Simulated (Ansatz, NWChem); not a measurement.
**Predicting a hybrid from its neighbours: CS (carbon monosulfide)**

CS has 2 atoms, charge 0, and is taken as a singlet. SMILES: `[C-]#[S+]`. The bond length is the measured one.

The HOMO–LUMO gap y, in eV, basis cc-pVTZ; a is the functional's share of exact exchange. Programs: Ansatz 0.2.0, NWChem 7.3.0.

| functional | program | a | y (eV) |
| --- | --- | --- | --- |
| revPBE | Ansatz | 0 | 4.05 |
| TPSS | NWChem | 0 | 4.33 |
| B3LYP | Ansatz | 0.2 | 6.11 |
| PBE0 | Ansatz | 0.25 | ? |
| r2SCAN0 | Ansatz | 0.25 | 6.92 |
| BHLYP | Ansatz | 0.5 | 9.24 |

**Question.** Fit y = c + s·a to the known rows and predict PBE0.

**Answer.** 
1. Means of the 5 rows: a = 0.1900, y = 6.130.
2. Σ(Δa)² = 0.172, Σ(Δa·Δy) = 1.7485, so the slope is 1.7485/0.172 = 10.166.
3. Intercept: 6.130 − (10.166) × 0.1900 = 4.198. The largest residual of the fit is 0.18.
4. PBE0: 4.198 + (10.166) × 0.25 = 6.74 eV.

The run gave 6.59 eV, so the prediction is off by +0.15 eV, within the scatter of the fit. Exact exchange lowers occupied levels and raises empty ones. The rows mix families of semi-local functionals, which the line can't see.
